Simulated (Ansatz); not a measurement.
## Property card for Cu$_{2}$Sb

Theory: DFT r2SCAN, scalar-relativistic, plane waves, PAW (Ansatz 0.2.0).

Settings: cutoff 500 eV, Γ-centred mesh 10×10×6 on the computed 6-atom cell, Gaussian smearing of 0.10 eV; no spin polarisation.

The structure is relaxed at this level of theory with its symmetry kept. Whether it is the stable form of this composition wasn't checked.

```cif
data_structure
_symmetry_space_group_name_H-M 'P4/nmm:1'
_symmetry_Int_Tables_number 129
_cell_length_a 4.0009
_cell_length_b 4.0009
_cell_length_c 6.0553
_cell_angle_alpha 90.000
_cell_angle_beta 90.000
_cell_angle_gamma 90.000
_cell_volume 96.93
loop_
_atom_site_label
_atom_site_type_symbol
_atom_site_symmetry_multiplicity
_atom_site_Wyckoff_symbol
_atom_site_fract_x
_atom_site_fract_y
_atom_site_fract_z
_atom_site_occupancy
Cu1 Cu 2 a 0.00000 0.00000 0.00000 1
Cu2 Cu 2 c 0.50000 0.00000 0.26552 1
Sb1 Sb 2 c 0.50000 0.00000 0.70210 1
```

```json
{"Space group": "P4/nmm (No. 129)", "Volume per atom": "16.15 Å³", "Formation energy from the elements' standard states (uncorrected)": "+0.029 eV/atom", "Generalised Kohn–Sham band gap": "none (metal)", "Density of states at the Fermi level": "1.66 states/eV per cell", "Löwdin character within 0.5 eV of the Fermi level": "Sb 5p 56 %, Cu 3d 23 %, Cu 4s 7 %, unprojected 9 %", "Bader charges (e)": "Cu (2 in the cell) -0.01, Cu (2 in the cell) 0.03, Sb (2 in the cell) -0.02"}
```

Spin-orbit coupling is left out, which matters for the bands of heavy elements.

Cost: 1 run of about 4.6 core-minutes, on Arm Neoverse V1 (shared hosts).